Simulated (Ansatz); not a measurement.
Basis-set extrapolation for C2H3NO, SMILES `N=C1CO1` (PBE0-D4/def2-TZVP geometry, frozen core, Ansatz 0.2.0). Multiplicity 1, RHF reference.

```
                      def2-TZVPP   def2-QZVPP
                 HF  -206.802476  -206.811880
    MP2 correlation    -0.751595    -0.804492
CCSD(T) correlation    -0.799050      not run
```

Energies in hartree. Use E(X) = E(∞) + A·exp(−7.88·√X) for Hartree–Fock and E(X) = E(∞) + B·X^(−2.97) for correlation, with X = 3 and 4, and add CCSD(T) minus MP2 of the smaller set to the MP2 limit.

**Question.** What is the CCSD(T) energy at the basis-set limit?

**Answer.** HF limit: -206.811880 + (-0.009404) × 0.13774 = -206.81318. MP2 limit: -0.804492 + (-0.052897) × 0.74074 = -0.84367. Higher-order term: -0.799050 − (-0.751595) = -0.04746. Total: -207.70431 hartree, 269.9 kJ/mol below CCSD(T)/def2-TZVPP.
